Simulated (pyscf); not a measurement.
This saddle point was located with ωB97X-D3(BJ)/def2-SVP in PySCF.

```xyz
10

As    -1.1141    -1.4742     0.5858
H     -1.3291     0.3421     0.9567
H     -0.7597    -2.4061    -0.6151
H     -2.5441    -1.3448     0.0803
O     -0.1022    -0.2000    -0.6123
Si    -0.6036     1.4736    -0.1406
H      0.3402    -0.4194    -1.4502
H      0.2382     2.0147    -1.2839
H     -0.0058     2.1731     1.0357
H     -1.9741     1.9399    -0.5078
```
Charge 0, spin multiplicity 1.

Surface: singlet, charge 0. Lowest wavenumbers (cm⁻¹): 452i, 119, 265, 284, 389.

Q: What reaction is this the transition state of?

A: AsH₃ + silanol (HO–SiH₃) <-> HO–AsH₂ + silane (SiH₄), a four-centre exchange read from left to right: As–H, O–Si broken and As–O, H–Si formed. At CCSD(T)/def2-TZVPP + ΔMP2(QZVPP) it lies +2.42 eV from the left side and +1.19 eV from the right (each side as separated species at their lowest minima found). One saddle was located; it need not be the lowest between these sides. The CCSD(T) − MP2 part came from Ansatz, without density fitting, on the same reference. The frozen core leaves the outer d or s,p core shells of the metals and heavy elements correlated in the MP2 and CC values, and def2-TZVPP describes them poorly, which can shift differences by a few kcal/mol. Elements up to Kr have no core potential and no relativistic terms here.
